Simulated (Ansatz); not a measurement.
**HF with SiH4: structure and interaction energy**

An exercise on one series of results from a longer session: the logs are not shown, and one member is left open.

Computed with Ansatz 0.2.0, Gaussian basis. Level: PBE0-D4 structure, single points in def2-TZVPPD.

Levels: PBE-D4, revPBE-D4, BLYP-D4, r2SCAN-D4, B97M-V, PBE0-D4, B3LYP-D4, HSE06-D4, wB97X-V, wB97M-V, B2PLYP, Hartree-Fock, MP2, CCSD, CCSD(T). The reference is CCSD(T) extrapolated to the basis limit.

Cores are frozen in the correlated methods. B3LYP uses VWN-RPA correlation. B2PLYP carries no dispersion term here.

176 further runs of the same task are left out: 176 set aside as unsound or not needed.

**The starting structure**

The pair, from a GFN2-xTB docking trial: 7 atoms, charge 0, spin multiplicity 1.

Atoms are counted from 1 here; the program's logs count them from 0.

Bond lengths: F1–H2 0.935 Å, Si3–H4 1.456 Å, Si3–H5 1.472 Å, Si3–H6 1.460 Å, Si3–H7 1.463 Å. Angles: H4–Si3–H5 109.7°, H4–Si3–H6 110.8°, H4–Si3–H7 110.6°, H5–Si3–H6 108.1°, H5–Si3–H7 107.7°, H6–Si3–H7 109.9°.

As a file:

```
F     0.1060   -0.1316   -2.6260
H    -0.2616    0.0624   -1.7884
Si    0.0417    0.0100    0.8984
H    -0.0919    0.0347    2.3485
H    -1.2799    0.1874    0.2754
H     0.5873   -1.2677    0.4492
H     0.8984    1.1048    0.4427
```

Atoms 1 to 2 are fragment A (HF), the rest fragment B (SiH4).

Set-up of the first run:

pre/in.yaml reads:

```yaml
crystal:
  periodic: [false, false, false]
  atoms:
    - {symbol: F, position_ang: [0.106000, -0.131600, -2.626000]}
    - {symbol: H, position_ang: [-0.261600, 0.062400, -1.788400]}
    - {symbol: Si, position_ang: [0.041700, 0.010000, 0.898400]}
    - {symbol: H, position_ang: [-0.091900, 0.034700, 2.348500]}
    - {symbol: H, position_ang: [-1.279900, 0.187400, 0.275400]}
    - {symbol: H, position_ang: [0.587300, -1.267700, 0.449200]}
    - {symbol: H, position_ang: [0.898400, 1.104800, 0.442700]}
basis:
  gaussian: {orbitals: def2-SVP}
hamiltonian: {xc: pbe, dispersion: d4}
relax: {f_tol: 0.03, max_steps: 250}
```

Started as:

```sh
$ ansatz run in.yaml --threads 2 --pin off --events-out ev --progress --plain --max-ram 5222MiB
```

Steps of the session up to this table: A first relaxation in a small basis; Relaxation at PBE0-D4; PBE-D4/def2-TZVPPD; r2SCAN-D4/def2-TZVPPD; PBE0-D4/def2-TZVPPD; B3LYP-D4/def2-TZVPPD; wB97X-V/def2-TZVPPD; wB97M-V/def2-TZVPPD; B2PLYP/def2-TZVPPD; BLYP-D4/def2-TZVPPD; revPBE-D4/def2-TZVPPD; B97M-V/def2-TZVPPD; HSE06-D4/def2-TZVPPD; CCSD(T)/def2-TZVPPD; MP2/def2-QZVPPD; Vibrations of the pair.

One of the session's tables, all rows but one given; the rest of the session is left out.

| method | interaction (kcal/mol) |
| --- | --- |
| PBE-D4 | -2.08 |
| revPBE-D4 | ? |
| BLYP-D4 | -1.57 |
| r2SCAN-D4 | -1.77 |
| B97M-V | -1.66 |
| PBE0-D4 | -1.75 |
| B3LYP-D4 | -1.61 |
| HSE06-D4 | -1.76 |
| wB97X-V | -1.47 |
| wB97M-V | -1.46 |
| B2PLYP | -1.11 |
| Hartree-Fock | 0.22 |
| MP2 | -1.07 |
| CCSD | -0.89 |
| CCSD(T) | -1.12 |
| CCSD(T)/CBS | -1.32 |

Estimate the missing values for revPBE-D4.

As computed: interaction (kcal/mol): -1.29. In the column «interaction (kcal/mol)» it lies between CCSD(T)/CBS (-1.32) and CCSD(T) (-1.12).

Among the levels timed on like hardware and quicker than the yardstick, those that no quicker one beats, quickest first: PBE-D4 (2.6 s, -0.77 kcal/mol); revPBE-D4 (2.8 s, +0.03 kcal/mol).

For cost: revPBE-D4 gets within 0.03 kcal/mol in 2.8 s, where CCSD(T)/CBS took 43 s; the quickest level in the cost chart, PBE-D4, takes 2.6 s and misses by 0.77 kcal/mol.

Limits of these values: A lower arrangement may exist.
